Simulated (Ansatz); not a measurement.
Species: C$_{3}$H$_{6}$, charge 0, triplet. This triplet is an excited state, 3.0 eV above the singlet at CCSD(T)/cc-pVTZ (Ansatz, an electronic-structure program). C3H6 (parent SMILES CC=C, triplet).
B3LYP-D3(BJ)/def2-TZVP minimum from Ansatz:
```xyz
9

C     -1.2359     0.0120    -0.2205
C      0.0860     0.2804     0.4219
C      1.3217    -0.2520    -0.1111
H     -1.4512    -1.0635    -0.2624
H     -2.0503     0.4989     0.3169
H     -1.2558     0.3631    -1.2600
H      0.1108     0.8920     1.3200
H      1.9093     0.2895    -0.8480
H      1.7064    -1.2225     0.1916
```
Charge 0, spin multiplicity 3.

Total energies in cc-pVDZ, 18 correlated electrons, 3 frozen orbitals. Open shells are spin-unrestricted; no spin-orbit coupling. Cores are frozen in correlated methods. No relativity. The spin of C3H6 (parent SMILES C=CC, triplet) was assumed, and the state is the lowest solution found for it.

| method | program | energy (Eh) | minus CCSDT(Q) (mEh) |
|---|---|---|---|
| HF | Ansatz | -117.01211 | 439.96 |
| MP2 | Ansatz | -117.38971 | 62.36 |
| CCSD | Ansatz | -117.43934 | 12.73 |
| CCSD(T) | Ansatz | -117.45046 | 1.61 |
| CCSDT(Q) | Ansatz | -117.45207 | 0.00 |

Rough core times of Ansatz's runs on a shared machine: CCSD(T) under 20 s, CCSDT(Q) 20 min.
